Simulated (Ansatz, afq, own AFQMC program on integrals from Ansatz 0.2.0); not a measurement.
Two steps: Ansatz 0.2.0 writes the Fock matrix and Cholesky factors of the valence space, and afq projects on them the lowest state that overlaps trial and start.

```yaml
crystal:
  periodic: [false, false, false]
  atoms:
    - {symbol: Al, position_ang: [0.000000, 0.000000, 0.142386]}
    - {symbol: C, position_ang: [0.000000, 0.000000, -2.329349]}
    - {symbol: H, position_ang: [0.000000, 0.000000, 2.186963]}
basis:
  gaussian: {orbitals: 6-31G}
magnetization: {spin_polarized: false}
correlation: {method: ccsd_t, electrons: outside_noble_gas, hamiltonian_folder: ham}
```

```sh
$ ansatz run in.yaml --threads 1 --pin off --events-out ev --progress --plain --max-ram 15360MiB --backend cuda --devices 0, --max-vram 18GiB
```

afq runs on the folder ham with

```
--method phaseless --trial cisd --walkers 4000 --populations 20 --least-time 60 --time-step 0.005 --steps-per-block 50 --equilibration-blocks 40 --max-blocks 4000 --target-error 0.00034 --factor-cut 1e-05 --seed 9652 --release-times 0.24,0.51,0.99,1.62,2.4 --release-step 0.03 --release-every 3 --taylor-order 6
```

Times are imaginary, in 1/Eh. The walk had a cap of 122 s. With eight or more populations the least sampling time is a fifth of least-time, and the error comes from their spread.

afq prints:

```
orbitals 18  electrons 4 4  factors 101 of 297
reference energy -280.01337261 Eh
CCSD correlation -0.14750528 Eh in 20 cycles, weight of the determinant in the CISD state 0.6408
energy of the start -280.160878 Eh
 block  time / (1/Eh)  mean weight  energy / Eh
     1     0.250  1.0000  -280.159518
     2     0.500  1.0000  -280.159748
     3     0.750  0.9998  -280.160385
     4     1.000  1.0002  -280.161256
     5     1.250  0.9999  -280.162099
    10     2.500  1.0000  -280.165203
    19     4.750  1.0000  -280.167689
    25     6.250  1.0000  -280.168966
    40    10.000  0.9997  -280.170152
    55    13.750  0.9999  -280.171419
    70    17.500  1.0000  -280.172595
    85    21.250  0.9995  -280.170698
   100    25.000  1.0000  -280.171765
   115    28.750  0.9998  -280.171098
   127    31.750  1.0000  -280.173887
   130    32.500  1.0001  -280.169939
error from the spread of 20 populations
released: time / (1/Eh)  energy / Eh  error  mean overlap
  0.24  -280.172229  0.000308  0.9993
  0.51  -280.172508  0.000268  0.9994
  0.99  -280.172948  0.000271  1.0003
  1.62  -280.173546  0.000247  1.0019
  2.40  -280.173861  0.000343  1.0084
energy -280.171338 +/- 0.000313 Eh
(rows thinned)
```

The run passed its tests (sampling time, drift between the halves within three errors, error under three times the target), which doesn't prove that it has relaxed.

Against this walk (error 8.5 meV) on the same determinant: CCSD(T) 4.5 meV higher (within the noise), CCSDT(Q) 193.9 meV lower, CCSDTQ 189.5 meV lower, full CI 199.7 meV lower. The error is statistical and leaves out the bias of the constraint. The released energies are still falling (meV from the phaseless value at times in 1/Eh: -24 ± 8 at 0.24, -32 ± 7 at 0.51, -44 ± 7 at 0.99, -60 ± 7 at 1.62, -69 ± 9 at 2.40), so they give no level; they do show a bias of the constraint, and the last of them that isn't too noisy lies 131 meV above full CI. Full CI is exact here, so the walk's 200 meV above it is the walk's own error: the bias of the constraint with this trial. The determinant is a poor start (see the cautions), so the low cluster orders aren't to be relied on, and full CI is the sure value.

Cautions: constraint bias not in the error; higher spins were not checked; restricted determinant unstable towards unrestricted (UHF 1.43 eV lower, ⟨S²⟩ 1.27); strong correlation (T1 0.122, weight of the determinant 0.64, largest double 0.19); (T) is large, 7 % of the CCSD correlation; (Q) is large, 108 meV, so the cluster series hasn't closed; CCSD(T) is in doubt: in a space of 8 electrons in 8 natural orbitals full CI lies 115 meV below it; the CCSDTQ amplitudes may be one of several solutions (largest double 0.62); the determinant fills πx and πy unequally, so it mixes two states of the linear molecule, and each level undoes that mixture to a different degree, while full CI gives the lower state, and by Hund's rule a triplet of that filling probably lies lower still; CCSDTQ on the UHF determinant differs (971 meV lower), perhaps since the unrestricted series falls towards higher spin.

The walk took 22 s on 1 × NVIDIA H100 80GB HBM3 with 2 threads of AMD EPYC 7R13 Processor (Zen 3), on a shared host (the card was shared). The log's last line is the phaseless energy.

CCSDT and higher add their correlation energy to the determinant of the CCSD(T) run, since their own runs factorise the integrals more tightly (a shift of under 2 meV).
